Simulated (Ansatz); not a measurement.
For hcp Co, PBEsol (Ansatz, a first-principles code, plane waves, PAW) gives:

| Item | Value |
|---|---|
| equilibrium lattice constant a | 2.457 Å |
| c axis length | 3.969 Å |
| magnetic moment | 1.58 μB |

Task: What does r²SCAN+rVV10 (plane waves, PAW; Ansatz) give for the same quantities?

Result: 
- lattice constant a: 2.463 Å (goes up by 0.2 %)
- lattice parameter c: 4.009 Å (rises by 1.0 %)
- magnetic moment: 1.74 μB (increases by 0.16 μB)

For comparison: lattice constant a 2.507 Å (measured, 293 K, not corrected to a static lattice; as tabulated in Wikipedia's data pages); lattice parameter c 4.07 Å (measured, 293 K, no zero-point or thermal correction; as tabulated in Wikipedia's data pages).

Changes are worked out from the printed values.

Unless a cell is named, each level is at its own relaxed cell (PBEsol 10.37, r²SCAN+rVV10 10.53 Å³/atom).

Spin-polarised runs: PBEsol (parallel moments), r²SCAN+rVV10 (parallel moments).

Ansatz's density-functional and Hartree–Fock values are scalar-relativistic unless marked +SOC, with PAW data made under PBE.
